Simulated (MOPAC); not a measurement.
MOPAC input (MNDO):

```
MNDO PRECISE GNORM=0.05 LET XYZ GEO-OK AUX(PRECISION=9) THREADS=1
C2Cl4

C    -0.00042255 1   -0.00054284 1    0.66960135 1
C     0.00042255 1    0.00054284 1   -0.66960135 1
Cl    0.00445506 1    1.45010322 1    1.59085632 1
Cl   -0.00646139 1   -1.45268069 1    1.58849617 1
Cl   -0.00445506 1   -1.45010322 1   -1.59085632 1
Cl    0.00646139 1    1.45268069 1   -1.58849617 1
```

From the last part of the output:

```
                                                       MOPAC v23.2.5 Linux

          FINAL HEAT OF FORMATION =         -8.02789 KCAL/MOL =     -33.58869 KJ/MOL

          COSMO AREA              =        148.18 SQUARE ANGSTROMS
          COSMO VOLUME            =        142.22 CUBIC ANGSTROMS

          GRADIENT NORM           =          0.02405          =       0.00982 PER ATOM
          IONIZATION POTENTIAL    =         10.732388 EV
          HOMO LUMO ENERGIES (EV) =        -10.732 -0.989
          NO. OF FILLED LEVELS    =         18
          MOLECULAR WEIGHT        =        165.8340         POINT GROUP:  D2h

          MOLECULAR DIMENSIONS (Angstroms)

            Atom       Atom       Distance
           Cl     5   Cl     3     4.36571
           Cl     6   Cl     4     4.33312
            C     2    C     1     0.00000

          SCF CALCULATIONS        =         11

   ATOM   CHEMICAL          X               Y               Z
  NUMBER   SYMBOL      (ANGSTROMS)     (ANGSTROMS)     (ANGSTROMS)

     1       C         -0.00042543  *  -0.00054764  *   0.67416019  *
     2       C          0.00042543  *   0.00054765  *  -0.67416029  *
     3      Cl          0.00440739  *   1.44498629  *   1.63611053  *
     4      Cl         -0.00647084  *  -1.44763651  *   1.63375822  *
     5      Cl         -0.00440739  *  -1.44498623  *  -1.63611050  *
     6      Cl          0.00647084  *   1.44763644  *  -1.63375819  *

                             CARTESIAN COORDINATES

   1    C       -0.000425431    -0.000547644     0.674160188
   2    C        0.000425431     0.000547653    -0.674160287
   3   Cl        0.004407395     1.444986293     1.636110527
   4   Cl       -0.006470843    -1.447636511     1.633758219
   5   Cl       -0.004407394    -1.444986229    -1.636110501
   6   Cl        0.006470842     1.447636442    -1.633758188

           Empirical Formula: C2 Cl4  =     6 atoms

      MOLECULAR POINT GROUP   :   D2h

                  EIGENVALUES
 -37.07438 -28.16645 -26.58058 -26.30407 -25.84553 -22.81792 -18.74242 -18.21679
 -15.98588 -15.63939 -14.45341 -13.78174 -13.69573 -13.64858 -13.48730 -13.29661
 -12.83292 -10.73239  -0.98860  -0.63417  -0.53639   0.18741   1.16081   3.70401

              NET ATOMIC CHARGES AND DIPOLE CONTRIBUTIONS

  ATOM NO.   TYPE          CHARGE      No. of ELECS.   s-Pop       p-Pop
    1          C           0.047755        3.9522     1.21926     2.73299
    2          C           0.047755        3.9522     1.21926     2.73299
    3         Cl          -0.023879        7.0239     1.98203     5.04185
    4         Cl          -0.023876        7.0239     1.98203     5.04185
    5         Cl          -0.023879        7.0239     1.98203     5.04185
    6         Cl          -0.023876        7.0239     1.98203     5.04185
 DIPOLE           X         Y         Z       TOTAL
 POINT-CHG.     0.000     0.000    -0.000     0.000
 HYBRID        -0.000    -0.000     0.000     0.000
 SUM            0.000     0.000    -0.000     0.000

          ATOMIC ORBITAL ELECTRON POPULATIONS

     Atom    s        px        py        pz
    1  C   1.21926   1.06437   0.80822   0.86040
    2  C   1.21926   1.06437   0.80822   0.86040
    3 Cl   1.98203   1.96781   1.36740   1.70665
    4 Cl   1.98203   1.96780   1.36605   1.70800
    5 Cl   1.98203   1.96781   1.36740   1.70665
    6 Cl   1.98203   1.96780   1.36605   1.70800

 **********************
 *                    *
 * JOB ENDED NORMALLY *
 *                    *
 **********************

 == MOPAC DONE ==
```
